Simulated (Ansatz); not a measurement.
Ansatz (an electronic-structure program) input:

Ansatz 0.2 input:
```yaml
crystal:
  periodic: [false, false, false]
  atoms:
    - {symbol: O, position_ang: [1.15064415, 0.27323898, 0.38198658]}
    - {symbol: C, position_ang: [0.02389777, 0.31049500, -0.18794480]}
    - {symbol: H, position_ang: [-0.18242979, 1.19605197, -0.85698703]}
    - {symbol: C, position_ang: [-1.03824297, -0.56806862, -0.13806164]}
    - {symbol: H, position_ang: [-0.99655321, -1.47240569, 0.46326975]}
    - {symbol: H, position_ang: [-1.94009899, -0.36411639, -0.70613676]}
basis:
  gaussian:
    orbitals: def2-TZVPD
hamiltonian:
  xc: {name: HSE06}
total_charge: -1
output: {forces: true}
```

Task: Predict the final energy.

Result: -153.11010 Eh (HSE06/def2-TZVPD). The basis has 141 functions.

It need not be the lowest isomer of its formula. Whether it binds its extra electron was not tested at this geometry.
